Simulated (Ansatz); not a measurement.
# C3H6FNS: single point from an input written key by key

A script is to give a single point from an input written key by key; the system is C3H6FNS. SMILES: CC(F)C(N)=S.

Program: the Python package of Ansatz 0.2.0. Level of theory: Hartree-Fock/def2-SVP. These are calculated values, not measurements.

## (1) Starting point

Bond lengths: C1–C2 1.537 Å, C2–F3 1.359 Å, C2–C4 1.473 Å, C4–N5 1.416 Å, C4–S6 1.702 Å, C1–H7 1.054 Å, C1–H8 1.065 Å, C1–H9 1.170 Å, C2–H10 1.112 Å, N5–H11 1.003 Å, N5–H12 1.001 Å. Angles (14 of 18 angles, heavy atoms first): C1–C2–F3 105.4°, C1–C2–C4 115.7°, F3–C2–C4 108.0°, C2–C4–N5 117.1°, C2–C4–S6 125.1°, N5–C4–S6 117.1°, C1–C2–H10 109.1°, F3–C2–H10 108.6°, C4–C2–H10 109.8°, C2–C1–H7 111.6°, C2–C1–H8 108.3°, C2–C1–H9 108.0°, C4–N5–H11 119.0°, C4–N5–H12 116.0°.

The script holds or builds the structure itself.

## (2) The code

Input file deck_c3h6fns.py:

```python
import ansatz
import numpy as np

DECK = """
crystal:
  periodic: [false, false, false]
  atoms:
    - { symbol: C, position_ang: [0.2489, -0.8264, 1.292] }
    - { symbol: C, position_ang: [0.7523, 0.1945, 0.2588] }
    - { symbol: F, position_ang: [1.5415, -0.5128, -0.5922] }
    - { symbol: C, position_ang: [-0.291, 0.8633, -0.5377] }
    - { symbol: "N", position_ang: [-0.8742, 0.1196, -1.5921] }
    - { symbol: S, position_ang: [-1.0078, 2.3586, -0.1528] }
    - { symbol: H, position_ang: [1.0456, -1.2636, 1.8263] }
    - { symbol: H, position_ang: [-0.3358, -1.5573, 0.7831] }
    - { symbol: H, position_ang: [-0.4487, -0.2653, 2.0446] }
    - { symbol: H, position_ang: [1.3791, 0.9551, 0.7739] }
    - { symbol: H, position_ang: [-1.5808, 0.5508, -2.1576] }
    - { symbol: H, position_ang: [-0.352, -0.6716, -1.9124] }
basis:
  gaussian: { orbitals: def2-SVP }
hamiltonian:
  xc: hf
output:
  forces: true
accuracy: medium
scf:
  lower_state_search: standard
"""

session = ansatz.Session.from_yaml(DECK)
summary = session.plan(threads=1).execute().report

print(f"E = {summary['free_energy_ev']:.6f} eV = {summary['free_energy_ev'] / 27.211386246:.7f} Ha")
print("converged:", summary["converged"], " doubts:", summary["published_state_doubts"] or "none")
symbols = ["C", "C", "F", "C", "N", "S", "H", "H", "H", "H", "H", "H"]
state = summary["mean_field"]["state"]
print(f"mean field: {state['energy']['hartree']:.7f} Ha, <S^2> = {abs(state['spin_squared']):.4f}, stability: {state.get('stability', {}).get('kind')}")

print("forces (eV/A)")
for symbol, f in zip(symbols, summary["forces_ev_ang"]):
    print(f"  {symbol:2s} {f[0]:9.4f} {f[1]:9.4f} {f[2]:9.4f}")
charges = summary["charge_distribution"]
print("dipole moment", round(4.803205 * float(np.linalg.norm(charges["dipole_moment_e_ang"])), 3), "D")
print("Mulliken:", [(s, round(q, 3)) for s, q in zip(symbols, charges["mulliken_charges_e"])])
```

## (3) Launch

Launch:

```sh
$ python deck_c3h6fns.py
```

Q: Predict the main results. Wanted: total energy; largest force; dipole moment.

The runs gave:

| quantity | value |
| --- | --- |
| total energy | -18181.6628 eV |
| largest force | 5.748 eV/Å |
| dipole moment | 3.10 D |

Forces reach 5.75 eV/Å, so the atoms aren't at rest. The geometry is a force-field or estimated start, not a minimum of this method, and the basis set is short of its limit.
